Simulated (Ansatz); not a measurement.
`C=C=C(N)F`. Total charge 0; spin multiplicity 1. All single points use the PBE0-D4/def2-TZVP geometry. It is one conformer, not always the lowest.

```xyz
9

C    -1.667    0.836    0.239
C    -0.494    0.279    0.317
C     0.714   -0.215    0.354
N     1.506   -0.631   -0.700
F     1.373   -0.319    1.521
H    -2.583    0.272    0.405
H    -1.786    1.894    0.011
H     1.900   -1.553   -0.559
H     1.036   -0.563   -1.589
```

Problem. What is the dipole moment at PBE/def2-TZVPP? (Estimate.)

Solution. Computed: 2.22 D, with components (-0.58, -1.01, -1.89) D in this frame, pointing from negative to positive charge.

Problem. And with r2SCAN, B3LYP, ωB97M-V? (Best estimate.)

Solution. The calculation gave: r2SCAN 2.28 D, B3LYP 2.31 D, ωB97M-V 2.29 D.

Problem. Give the Mulliken charges with PBE, ωB97M-V, r2SCAN in def2-TZVPP. (Best estimate.)

Solution. Computed: 
```tsv
atom	PBE	ωB97M-V	r2SCAN
C1	-0.18	-0.21	-0.16
C2	-0.14	-0.10	-0.11
C3	0.18	0.21	0.25
N4	-0.26	-0.22	-0.31
F5	-0.15	-0.18	-0.19
H6	0.11	0.12	0.10
H7	0.11	0.12	0.10
H8	0.17	0.13	0.17
H9	0.17	0.13	0.16
```

B3LYP here is the variant with VWN-RPA as its local correlation; programs differ in this.
